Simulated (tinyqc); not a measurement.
Worked calculation (part 1 of 3): UKS/B3LYP (VWN-RPA form) in the sto-6g basis, for H2O+, spin multiplicity 2. Computed by tinyqc, a small Python program that keeps every step (integrals from PySCF). Settings: charge = 1, multiplicity = 2, basis = sto-6g, energy threshold = 1e-08, iteration cap = 51, orthogonalisation = canonical, start = core, DIIS depth = 4, DIIS from iteration = 3, method = UKS, functional = b3lyp, grid = [10, 14]. Command: `OMP_NUM_THREADS=1 python tinyqc.py 26977 26978 out.jsonl` (the two numbers bound the seeds that draw the settings). One thread of a shared host (Intel(R) Xeon(R) Processor @ 2.60GHz), about 4 s of CPU time with the checks. Later iterations appear only in the table of the cycle.

## One-electron integrals

Geometry (angstrom):
```
atom         x          y         z
O     0.000000   0.000000  0.000000
H     0.000000   0.770000  0.622000
H     0.000000  -0.770000  0.622000
```

Basis sto-6g: exponents (1/bohr^2) and contraction coefficients of normalised primitives:
```
element  l (shell)     exponent  coefficient
O            s (1)  1355.584234     0.009164
O            s (1)   248.544885     0.049361
O            s (1)    69.533902     0.168538
O            s (1)    23.886772     0.370563
O            s (1)     9.275933     0.416492
O            s (1)     3.820341     0.130334
O            s (2)    52.187762    -0.013253
O            s (2)    10.329320    -0.046992
O            s (2)     3.210345    -0.033785
O            s (2)     1.235135     0.250242
O            s (2)     0.536420     0.595117
O            s (2)     0.245881     0.240706
O            p (3)    52.187762     0.003760
O            p (3)    10.329320     0.037679
O            p (3)     3.210345     0.173897
O            p (3)     1.235135     0.418036
O            p (3)     0.536420     0.425860
O            p (3)     0.245881     0.101708
H            s (1)    35.523221     0.009164
H            s (1)     6.513144     0.049361
H            s (1)     1.822143     0.168538
H            s (1)     0.625955     0.370563
H            s (1)     0.243077     0.416492
H            s (1)     0.100112     0.130334
```

Overlap, kinetic and nuclear-attraction integrals over the contracted functions; the nuclear repulsion is the sum of Za Zb / Rab.

nuclear repulsion = 8.89735957 hartree

overlap S, order 1O 1s, 1O 2s, 1O 2px, 1O 2py, 1O 2pz, 2H 1s, 3H 1s:
```
[[1.000000, 0.231145, 0.000000, 0.000000, 0.000000, 0.051432, 0.051432],
 [0.231145, 1.000000, 0.000000, 0.000000, 0.000000, 0.455672, 0.455672],
 [0.000000, 0.000000, 1.000000, 0.000000, 0.000000, 0.000000, 0.000000],
 [0.000000, 0.000000, 0.000000, 1.000000, 0.000000, 0.296511, -0.296511],
 [0.000000, 0.000000, 0.000000, 0.000000, 1.000000, 0.239519, 0.239519],
 [0.051432, 0.455672, 0.000000, 0.296511, 0.239519, 1.000000, 0.242434],
 [0.051432, 0.455672, 0.000000, -0.296511, 0.239519, 0.242434, 1.000000]]
```

kinetic energy T (hartree), order 1O 1s, 1O 2s, 1O 2px, 1O 2py, 1O 2pz, 2H 1s, 3H 1s:
```
[[29.327197, -0.896024, 0.000000, 0.000000, 0.000000, -0.003536, -0.003536],
 [-0.896024, 0.842618, 0.000000, 0.000000, 0.000000, 0.112721, 0.112721],
 [0.000000, 0.000000, 2.531309, 0.000000, 0.000000, 0.000000, 0.000000],
 [0.000000, 0.000000, 0.000000, 2.531309, 0.000000, 0.200380, -0.200380],
 [0.000000, 0.000000, 0.000000, 0.000000, 2.531309, 0.161866, 0.161866],
 [-0.003536, 0.112721, 0.000000, 0.200380, 0.161866, 0.768522, 0.005609],
 [-0.003536, 0.112721, 0.000000, -0.200380, 0.161866, 0.005609, 0.768522]]
```

nuclear attraction V (hartree), order 1O 1s, 1O 2s, 1O 2px, 1O 2py, 1O 2pz, 2H 1s, 3H 1s:
```
[[-62.327532, -6.398425, 0.000000, 0.000000, -0.019302, -1.630824, -1.630824],
 [-6.398425, -10.057774, 0.000000, 0.000000, -0.217189, -3.647788, -3.647788],
 [0.000000, 0.000000, -9.979773, 0.000000, 0.000000, 0.000000, 0.000000],
 [0.000000, 0.000000, 0.000000, -10.120636, 0.000000, -2.114526, 2.114526],
 [-0.019302, -0.217189, 0.000000, 0.000000, -10.071690, -1.777814, -1.777814],
 [-1.630824, -3.647788, 0.000000, -2.114526, -1.777814, -5.721664, -1.519150],
 [-1.630824, -3.647788, 0.000000, 2.114526, -1.777814, -1.519150, -5.721664]]
```

core Hamiltonian H = T + V (hartree), order 1O 1s, 1O 2s, 1O 2px, 1O 2py, 1O 2pz, 2H 1s, 3H 1s:
```
[[-33.000335, -7.294450, 0.000000, 0.000000, -0.019302, -1.634359, -1.634359],
 [-7.294450, -9.215156, 0.000000, 0.000000, -0.217189, -3.535067, -3.535067],
 [0.000000, 0.000000, -7.448464, 0.000000, 0.000000, 0.000000, 0.000000],
 [0.000000, 0.000000, 0.000000, -7.589327, 0.000000, -1.914145, 1.914145],
 [-0.019302, -0.217189, 0.000000, 0.000000, -7.540381, -1.615949, -1.615949],
 [-1.634359, -3.535067, 0.000000, -1.914145, -1.615949, -4.953142, -1.513542],
 [-1.634359, -3.535067, 0.000000, 1.914145, -1.615949, -1.513542, -4.953142]]
```

## Two-electron integrals

Functions are numbered as in S; the eight-fold symmetry (ij|kl) = (ji|kl) = (kl|ij) leaves the list below.

Two-electron integrals (ij|kl) in chemists' order, unique and non-zero (hartree):
```
(11|11) 4.787491    (21|11) 0.675884    (21|21) 0.121505    (22|11) 1.117379
(22|21) 0.249212    (22|22) 0.817383    (31|31) 0.025762    (32|31) 0.039145
(32|32) 0.180664    (33|11) 1.117381    (33|21) 0.249212    (33|22) 0.817382
(33|33) 0.880663    (41|41) 0.025762    (42|41) 0.039145    (42|42) 0.180664
(43|43) 0.047461    (44|11) 1.117381    (44|21) 0.249212    (44|22) 0.817382
(44|33) 0.785741    (44|44) 0.880663    (51|51) 0.025762    (52|51) 0.039145
(52|52) 0.180664    (53|53) 0.047461    (54|54) 0.047461    (55|11) 1.117381
(55|21) 0.249212    (55|22) 0.817382    (55|33) 0.785741    (55|44) 0.785741
(55|55) 0.880663    (61|11) 0.160475    (61|21) 0.027645    (61|22) 0.055439
(61|33) 0.055319    (61|41) 0.001050    (61|42) 0.002049    (61|44) 0.055537
(61|51) 0.000848    (61|52) 0.001655    (61|54) 0.000176    (61|55) 0.055461
(61|61) 0.006411    (62|11) 0.381533    (62|21) 0.086243    (62|22) 0.312126
(62|33) 0.307004    (62|41) 0.005357    (62|42) 0.039143    (62|44) 0.316302
(62|51) 0.004327    (62|52) 0.031619    (62|54) 0.007511    (62|55) 0.313071
(62|61) 0.019715    (62|62) 0.146845    (63|31) 0.009692    (63|32) 0.054185
(63|43) 0.008117    (63|53) 0.006557    (63|63) 0.021042    (64|11) 0.211095
(64|21) 0.048404    (64|22) 0.186861    (64|33) 0.178387    (64|41) 0.012347
(64|42) 0.076455    (64|44) 0.200182    (64|51) 0.002145    (64|52) 0.017989
(64|54) 0.011049    (64|55) 0.182015    (64|61) 0.011585    (64|62) 0.106909
(64|64) 0.098088    (65|11) 0.170521    (65|21) 0.039100    (65|22) 0.150945
(65|33) 0.144099    (65|41) 0.002145    (65|42) 0.017989    (65|44) 0.148591
(65|51) 0.011424    (65|52) 0.068717    (65|54) 0.011746    (65|55) 0.160145
(65|61) 0.009358    (65|62) 0.086360    (65|64) 0.062237    (65|65) 0.071316
(66|11) 0.516812    (66|21) 0.118990    (66|22) 0.491562    (66|33) 0.471791
(66|41) 0.009811    (66|42) 0.097209    (66|44) 0.507684    (66|51) 0.007925
(66|52) 0.078525    (66|54) 0.028994    (66|55) 0.495212    (66|61) 0.027503
(66|62) 0.289659    (66|64) 0.240952    (66|65) 0.194639    (66|66) 0.774999
(71|11) 0.160475    (71|21) 0.027645    (71|22) 0.055439    (71|33) 0.055319
(71|41) -0.001050   (71|42) -0.002049   (71|44) 0.055537    (71|51) 0.000848
(71|52) 0.001655    (71|54) -0.000176   (71|55) 0.055461    (71|61) 0.006318
(71|62) 0.019074    (71|64) 0.010181    (71|65) 0.009051    (71|66) 0.026249
(71|71) 0.006411    (72|11) 0.381533    (72|21) 0.086243    (72|22) 0.312126
(72|33) 0.307004    (72|41) -0.005357   (72|42) -0.039143   (72|44) 0.316302
(72|51) 0.004327    (72|52) 0.031619    (72|54) -0.007511   (72|55) 0.313071
(72|61) 0.019074    (72|62) 0.120099    (72|64) 0.060058    (72|65) 0.068693
(72|66) 0.195468    (72|71) 0.019715    (72|72) 0.146845    (73|31) 0.009692
(73|32) 0.054185    (73|43) -0.008117   (73|53) 0.006557    (73|63) 0.016701
(73|73) 0.021042    (74|11) -0.211095   (74|21) -0.048404   (74|22) -0.186861
(74|33) -0.178387   (74|41) 0.012347    (74|42) 0.076455    (74|44) -0.200182
(74|51) -0.002145   (74|52) -0.017989   (74|54) 0.011049    (74|55) -0.182015
(74|61) -0.010181   (74|62) -0.060058   (74|64) -0.013775   (74|65) -0.033563
(74|66) -0.086097   (74|71) -0.011585   (74|72) -0.106909   (74|74) 0.098088
(75|11) 0.170521    (75|21) 0.039100    (75|22) 0.150945    (75|33) 0.144099
(75|41) -0.002145   (75|42) -0.017989   (75|44) 0.148591    (75|51) 0.011424
(75|52) 0.068717    (75|54) -0.011746   (75|55) 0.160145    (75|61) 0.009051
(75|62) 0.068693    (75|64) 0.033563    (75|65) 0.055375    (75|66) 0.122646
(75|71) 0.009358    (75|72) 0.086360    (75|74) -0.062237   (75|75) 0.071316
(76|11) 0.150562    (76|21) 0.034376    (76|22) 0.134596    (76|33) 0.131476
(76|44) 0.133993    (76|51) 0.002734    (76|52) 0.023545    (76|55) 0.138318
(76|61) 0.007780    (76|62) 0.063011    (76|64) 0.039500    (76|65) 0.041669
(76|66) 0.128323    (76|71) 0.007780    (76|72) 0.063011    (76|74) -0.039500
(76|75) 0.041669    (76|76) 0.033020    (77|11) 0.516812    (77|21) 0.118990
(77|22) 0.491562    (77|33) 0.471791    (77|41) -0.009811   (77|42) -0.097209
(77|44) 0.507684    (77|51) 0.007925    (77|52) 0.078525    (77|54) -0.028994
(77|55) 0.495212    (77|61) 0.026249    (77|62) 0.195468    (77|64) 0.086097
(77|65) 0.122646    (77|66) 0.337681    (77|71) 0.027503    (77|72) 0.289659
(77|74) -0.240952   (77|75) 0.194639    (77|76) 0.128323    (77|77) 0.774999
```

## Orthogonalisation

S = U s U^T; canonical form X = U s^(-1/2), so that X^T S X = 1. Each column of U has its largest component positive (the first on a tie).

eigenvalues of S: [0.363178, 0.442285, 0.885993, 1.000000, 1.093883, 1.315281, 1.899380]

X, order 1O 1s, 1O 2s, 1O 2px, 1O 2py, 1O 2pz, 2H 1s, 3H 1s:
```
[[-0.298973, 0.000000, 0.756125, 0.000000, -0.617692, 0.000000, 0.151559],
 [1.146455, 0.000000, -0.304553, 0.000000, -0.306550, 0.000000, 0.421645],
 [0.000000, 0.000000, 0.000000, 1.000000, 0.000000, 0.000000, 0.000000],
 [0.000000, 0.903633, 0.000000, 0.000000, 0.000000, 0.696932, 0.000000],
 [0.545581, 0.000000, 0.645729, 0.000000, 0.638252, 0.000000, 0.201159],
 [-0.725281, -0.849834, -0.153678, 0.000000, 0.125086, 0.370526, 0.377669],
 [-0.725281, 0.849834, -0.153678, 0.000000, 0.125086, -0.370526, 0.377669]]
```

## Starting guess

The start is the orbitals of the core Hamiltonian; D(s) = C_occ C_occ^T for each spin.

D(alpha) at the start, order 1O 1s, 1O 2s, 1O 2px, 1O 2py, 1O 2pz, 2H 1s, 3H 1s:
```
[[1.063493, -0.293152, 0.000000, 0.000000, -0.026507, 0.042797, 0.042797],
 [-0.293152, 1.345982, 0.000000, 0.000000, 0.166595, -0.191045, -0.191045],
 [0.000000, 0.000000, 1.000000, 0.000000, 0.000000, 0.000000, 0.000000],
 [0.000000, 0.000000, 0.000000, 1.172364, 0.000000, -0.181041, 0.181041],
 [-0.026507, 0.166595, 0.000000, 0.000000, 1.093603, -0.124122, -0.124122],
 [0.042797, -0.191045, 0.000000, -0.181041, -0.124122, 0.064486, 0.008572],
 [0.042797, -0.191045, 0.000000, 0.181041, -0.124122, 0.008572, 0.064486]]
```

D(beta) at the start, order 1O 1s, 1O 2s, 1O 2px, 1O 2py, 1O 2pz, 2H 1s, 3H 1s:
```
[[1.063493, -0.293152, 0.000000, 0.000000, -0.026507, 0.042797, 0.042797],
 [-0.293152, 1.345982, 0.000000, 0.000000, 0.166595, -0.191045, -0.191045],
 [0.000000, 0.000000, 0.000000, 0.000000, 0.000000, 0.000000, 0.000000],
 [0.000000, 0.000000, 0.000000, 1.172364, 0.000000, -0.181041, 0.181041],
 [-0.026507, 0.166595, 0.000000, 0.000000, 1.093603, -0.124122, -0.124122],
 [0.042797, -0.191045, 0.000000, -0.181041, -0.124122, 0.064486, 0.008572],
 [0.042797, -0.191045, 0.000000, 0.181041, -0.124122, 0.008572, 0.064486]]
```

## Iteration 1: exchange-correlation on the grid

Becke grid with 10 radial and 14 angular points per atom, points of zero weight dropped. rho = sum D_ij phi_i phi_j; V_xc,ij = sum w v_xc phi_i phi_j plus the gradient terms; v_xc is d(rho eps)/d rho(s) for spin s at fixed gradient. Exact exchange is left to K.

The 16 grid points with the largest w rho, of 418 (bohr, atomic units):
```
x                  y          z         w  rho(alpha)  rho(beta)     eps_xc  v_xc(alpha)
0.687448   -0.687448  -0.687448  0.853712    0.170247   0.129430  -0.475727    -0.574517
0.687448    0.687448  -0.687448  0.853712    0.170247   0.129430  -0.475727    -0.574517
-0.687448   0.687448  -0.687448  0.853712    0.170247   0.129430  -0.475727    -0.574517
-0.687448  -0.687448  -0.687448  0.853712    0.170247   0.129430  -0.475727    -0.574517
0.000000    0.000000  -1.190694  0.760537    0.165830   0.165830  -0.486928    -0.577777
0.000000    0.000000   1.190694  0.659969    0.172726   0.172726  -0.497707    -0.583188
0.000000    0.000000   0.663242  0.155703    0.630002   0.630002  -0.702311    -0.905027
0.000000    0.663242   0.000000  0.154906    0.607571   0.607571  -0.694672    -0.894391
0.000000   -0.663242   0.000000  0.154906    0.607571   0.607571  -0.694672    -0.894391
-0.382923   0.382923   0.382923  0.174135    0.607106   0.471034  -0.673768    -0.887118
-0.382923  -0.382923   0.382923  0.174135    0.607106   0.471034  -0.673768    -0.887118
0.382923   -0.382923   0.382923  0.174135    0.607106   0.471034  -0.673768    -0.887118
0.382923    0.382923   0.382923  0.174135    0.607106   0.471034  -0.673768    -0.887118
0.000000    1.190694   0.000000  0.555399    0.165948   0.165948  -0.492579    -0.575620
0.000000   -1.190694   0.000000  0.555399    0.165948   0.165948  -0.492579    -0.575620
0.382923   -0.382923  -0.382923  0.175861    0.564873   0.428800  -0.657032    -0.866888
```

electrons on the grid, sum of w rho = 8.992403

E_xc = sum of w rho eps_xc = -7.78510369 hartree

V_xc(alpha) (hartree), order 1O 1s, 1O 2s, 1O 2px, 1O 2py, 1O 2pz, 2H 1s, 3H 1s:
```
[[-2.532051, -0.314743, 0.000000, 0.000000, -0.001056, -0.077609, -0.077609],
 [-0.314743, -0.683312, 0.000000, 0.000000, -0.004110, -0.235166, -0.235166],
 [0.000000, 0.000000, -0.668789, 0.000000, 0.000000, 0.000000, 0.000000],
 [0.000000, 0.000000, 0.000000, -0.687574, 0.000000, -0.134846, 0.134846],
 [-0.001056, -0.004110, 0.000000, 0.000000, -0.691660, -0.109899, -0.109899],
 [-0.077609, -0.235166, 0.000000, -0.134846, -0.109899, -0.310243, -0.087924],
 [-0.077609, -0.235166, 0.000000, 0.134846, -0.109899, -0.087924, -0.310243]]
```

V_xc(beta) (hartree), order 1O 1s, 1O 2s, 1O 2px, 1O 2py, 1O 2pz, 2H 1s, 3H 1s:
```
[[-2.520616, -0.307362, 0.000000, 0.000000, -0.001175, -0.076150, -0.076150],
 [-0.307362, -0.639233, 0.000000, 0.000000, -0.005951, -0.225718, -0.225718],
 [0.000000, 0.000000, -0.575871, 0.000000, 0.000000, 0.000000, 0.000000],
 [0.000000, 0.000000, 0.000000, -0.667641, 0.000000, -0.134382, 0.134382],
 [-0.001175, -0.005951, 0.000000, 0.000000, -0.672548, -0.109978, -0.109978],
 [-0.076150, -0.225718, 0.000000, -0.134382, -0.109978, -0.327082, -0.086623],
 [-0.076150, -0.225718, 0.000000, 0.134382, -0.109978, -0.086623, -0.327082]]
```

## Iteration 1: building the Kohn-Sham matrix

J_ij = sum D_kl (ij|kl) with D = D(alpha) + D(beta), K_ij = sum D_kl (ik|jl) for each spin; F = H + J - 0.2 K(s) + V_xc; E = tr D H + tr D J / 2 - 0.1 sum_s tr D(s) K(s) + E_xc + E_nn.

Coulomb J (hartree), order 1O 1s, 1O 2s, 1O 2px, 1O 2py, 1O 2pz, 2H 1s, 3H 1s:
```
[[17.714846, 3.145212, 0.000000, 0.000000, 0.004719, 0.720841, 0.720841],
 [3.145212, 8.059322, 0.000000, 0.000000, -0.004744, 2.974113, 2.974113],
 [0.000000, 0.000000, 8.000860, 0.000000, 0.000000, 0.000000, 0.000000],
 [0.000000, 0.000000, 0.000000, 8.087687, 0.000000, 1.743984, -1.743984],
 [0.004719, -0.004744, 0.000000, 0.000000, 8.089417, 1.405278, 1.405278],
 [0.720841, 2.974113, 0.000000, 1.743984, 1.405278, 4.471798, 1.247852],
 [0.720841, 2.974113, 0.000000, -1.743984, 1.405278, 1.247852, 4.471798]]
```

exchange K(alpha) (hartree), order 1O 1s, 1O 2s, 1O 2px, 1O 2py, 1O 2pz, 2H 1s, 3H 1s:
```
[[4.948971, 0.798488, 0.000000, 0.000000, 0.000751, 0.195471, 0.195471],
 [0.798488, 1.426529, 0.000000, 0.000000, 0.000893, 0.460848, 0.460848],
 [0.000000, 0.000000, 1.189944, 0.000000, 0.000000, 0.000000, 0.000000],
 [0.000000, 0.000000, 0.000000, 1.185093, 0.000000, 0.201954, -0.201954],
 [0.000751, 0.000893, 0.000000, 0.000000, 1.185392, 0.162153, 0.162153],
 [0.195471, 0.460848, 0.000000, 0.201954, 0.162153, 0.226187, 0.140666],
 [0.195471, 0.460848, 0.000000, -0.201954, 0.162153, 0.140666, 0.226187]]
```

exchange K(beta) (hartree), order 1O 1s, 1O 2s, 1O 2px, 1O 2py, 1O 2pz, 2H 1s, 3H 1s:
```
[[4.923209, 0.759344, 0.000000, 0.000000, 0.000751, 0.185779, 0.185779],
 [0.759344, 1.245865, 0.000000, 0.000000, 0.000893, 0.406662, 0.406662],
 [0.000000, 0.000000, 0.309281, 0.000000, 0.000000, 0.000000, 0.000000],
 [0.000000, 0.000000, 0.000000, 1.137631, 0.000000, 0.193836, -0.193836],
 [0.000751, 0.000893, 0.000000, 0.000000, 1.137931, 0.155595, 0.155595],
 [0.185779, 0.406662, 0.000000, 0.193836, 0.155595, 0.205145, 0.123966],
 [0.185779, 0.406662, 0.000000, -0.193836, 0.155595, 0.123966, 0.205145]]
```

F(alpha) (hartree), order 1O 1s, 1O 2s, 1O 2px, 1O 2py, 1O 2pz, 2H 1s, 3H 1s:
```
[[-18.807335, -4.623679, 0.000000, 0.000000, -0.015789, -1.030221, -1.030221],
 [-4.623679, -2.124451, 0.000000, 0.000000, -0.226221, -0.888290, -0.888290],
 [0.000000, 0.000000, -0.354381, 0.000000, 0.000000, 0.000000, 0.000000],
 [0.000000, 0.000000, 0.000000, -0.426233, 0.000000, -0.345398, 0.345398],
 [-0.015789, -0.226221, 0.000000, 0.000000, -0.379703, -0.353000, -0.353000],
 [-1.030221, -0.888290, 0.000000, -0.345398, -0.353000, -0.836825, -0.381747],
 [-1.030221, -0.888290, 0.000000, 0.345398, -0.353000, -0.381747, -0.836825]]
```

F(beta) (hartree), order 1O 1s, 1O 2s, 1O 2px, 1O 2py, 1O 2pz, 2H 1s, 3H 1s:
```
[[-18.790748, -4.608468, 0.000000, 0.000000, -0.015909, -1.026825, -1.026825],
 [-4.608468, -2.044239, 0.000000, 0.000000, -0.228062, -0.868004, -0.868004],
 [0.000000, 0.000000, -0.085331, 0.000000, 0.000000, 0.000000, 0.000000],
 [0.000000, 0.000000, 0.000000, -0.396808, 0.000000, -0.343311, 0.343311],
 [-0.015909, -0.228062, 0.000000, 0.000000, -0.351099, -0.351768, -0.351768],
 [-1.026825, -0.868004, 0.000000, -0.343311, -0.351768, -0.849455, -0.377105],
 [-1.026825, -0.868004, 0.000000, 0.343311, -0.351768, -0.377105, -0.849455]]
```

total energy of this density = -74.52729656 hartree
